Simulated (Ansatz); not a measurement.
Species: C2H7N, charge 0, singlet. C2H7N (N-methylmethanamine, SMILES CNC).
B3LYP-D3(BJ)/def2-TZVP minimum from Ansatz (a program for electronic structure):
```xyz
10

C     -0.0183    -0.2257     1.2115
N     -0.0165     0.5806     0.0024
C     -0.0428    -0.2163    -1.2126
H      0.7946    -0.9698     1.2537
H      0.0610     0.4203     2.0868
H     -0.9638    -0.7689     1.2836
H      0.7920     1.1896    -0.0034
H      0.7690    -0.9601    -1.2770
H      0.0189     0.4364    -2.0843
H     -0.9897    -0.7590    -1.2698
```

Wanted: atomisation energy (electronic, to ground-state atoms), in kcal/mol. Radicals and triplets start from unrestricted determinants; spin-orbit coupling is neglected. CBS(X,Y): correlation extrapolated as X^-3, Hartree-Fock from the larger set. A bracket is a step between two methods taken in the basis named. The functionals are non-relativistic, so their misses hold any scalar relativity. Double hybrids freeze cores in their MP2 part. 'core' is core correlation in cc-pwCVTZ, 'X2C' scalar relativity in cc-pVTZ-DK, both at CCSD(T). For partners of very few electrons the exact lower level stands in for a higher one.

CCSD(T)/CBS(cc-pVTZ,cc-pVQZ) + [CCSDT(Q) - CCSD(T)]/cc-pVDZ + core + X2C (Ansatz) gives 871.2 kcal/mol.

Task: What does PBE/def2-TZVPD (Ansatz) give here, and how do the other levels compare?

Result: PBE gives 882.3 kcal/mol, 11.1 kcal/mol above it. Differences of the others: B3LYP/def2-TZVPD (Ansatz) -2.3; wB97M-V/def2-TZVPD (Ansatz) 0.4; B2PLYP/def2-TZVPD (Ansatz) -11.6; CCSD(T)/CBS(cc-pVTZ,cc-pVQZ) + core + X2C (Ansatz) -0.4 kcal/mol. Nearer than PBE: B3LYP/def2-TZVPD, wB97M-V/def2-TZVPD, CCSD(T)/CBS(cc-pVTZ,cc-pVQZ) + core + X2C.
